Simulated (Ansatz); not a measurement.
# C4H2N2: the cost of one run

Computed with Ansatz 0.2.0 through its Python package. Level of theory: PBE/def2-SVP.

### 1 The system

Bond lengths: C1–C2 1.345 Å, C2–C3 1.423 Å, C3–N4 1.160 Å, C2–C5 1.423 Å, C5–N6 1.160 Å, C1–H7 1.087 Å, C1–H8 1.087 Å. Angles: C1–C2–C3 120.3°, C1–C2–C5 120.3°, C3–C2–C5 119.3°, C2–C1–H7 121.6°, C2–C1–H8 121.6°, H7–C1–H8 116.8°, C2–C3–N4 178.9°, C2–C5–N6 178.9°.

No structure file is read: the coordinates are typed or built in the script.

### 2 The script

run_freq.py

```python
"""Vibrations and zero-point energy of C4H2N2."""

import argparse

import ansatz as az
import numpy as np
from rdkit import Chem
from rdkit.Chem import AllChem

parser = argparse.ArgumentParser(description="Vibrations and zero-point energy of C4H2N2.")
parser.add_argument("--basis", default="def2-SVP", help="Gaussian basis set")
parser.add_argument("--xc", required=True, help="exchange-correlation functional")
args = parser.parse_args()

# start geometry from RDKit
rd = Chem.AddHs(Chem.MolFromSmiles("C=C(C#N)C#N"))
AllChem.EmbedMolecule(rd, randomSeed=143)
AllChem.UFFOptimizeMolecule(rd)
mol = az.Crystal.molecule()
for atom, xyz in zip(rd.GetAtoms(), rd.GetConformer().GetPositions()):
    mol = mol.atom(atom.GetSymbol(), xyz.round(5).tolist())

base = (
    mol.calculation()
    .basis(gaussian=args.basis)
    .functional(args.xc)
)
symbols = [site.symbol for site in mol.cartesian_sites]
start = np.array([site.position_ang for site in mol.cartesian_sites], dtype=float)
report = base.relax(force_tolerance=0.003).run(threads=1).report
end = np.array(report["positions_ang"])

print("final positions (A) and the move of each atom")
for symbol, xyz, old in zip(symbols, end, start):
    print(f"{symbol:2s} {xyz[0]:10.5f} {xyz[1]:10.5f} {xyz[2]:10.5f}   {np.linalg.norm(xyz - old):7.4f}")

# frequencies need a stationary point, so they are taken at the relaxed geometry
minimum = az.Crystal.molecule()
for symbol, place in zip(symbols, end):
    minimum = minimum.atom(symbol, place.tolist())
vibrating = minimum.calculation()
vibrating = vibrating.basis(gaussian=args.basis).functional(args.xc)
vibrating = vibrating.phonons(temperatures=(100, 500, 100))
vib = vibrating.run(threads=1).report["vibrations"]
sums = vib["harmonic_sums"]
modes = [m["omega_inv_cm"] for m in sums["modes_at_gamma"] if m["rigid_motion"] == "no"]
print("frequencies (1/cm):", " ".join(f"{w:.0f}" for w in modes))
print("imaginary modes:", sum(w < 0 for w in modes), " zero-point energy:", round(sums["zero_point_energy_ev"], 4), "eV")
print("T (K)   F_vib (eV)   S_vib (meV/K)   C_vib (meV/K)")
for row in zip(sums["temperatures_k"], sums["vibrational_free_energy_ev"], vib["entropy_ev_per_k"], vib["heat_capacity_ev_per_k"]):
    print(f"{row[0]:6.1f} {row[1]:11.4f} {1000 * row[2]:13.4f} {1000 * row[3]:15.4f}")

# all hydrogen replaced by deuterium
heavier = vibrating.phonons(masses={"H": 2.014102}).run(threads=1).report["vibrations"]["harmonic_sums"]
print("deuterated (1/cm):", " ".join(f"{m['omega_inv_cm']:.0f}" for m in heavier["modes_at_gamma"] if m["rigid_motion"] == "no"))
print("zero-point energy falls by", round(sums["zero_point_energy_ev"] - heavier["zero_point_energy_ev"], 4), "eV")
```

### 3 Running it

On the command line:

```sh
python run_freq.py --xc PBE
```

What time and memory should one allow on 1 thread of Arm Neoverse V1, shared host?

About 3.2 min, with a peak of 0.25 GiB.
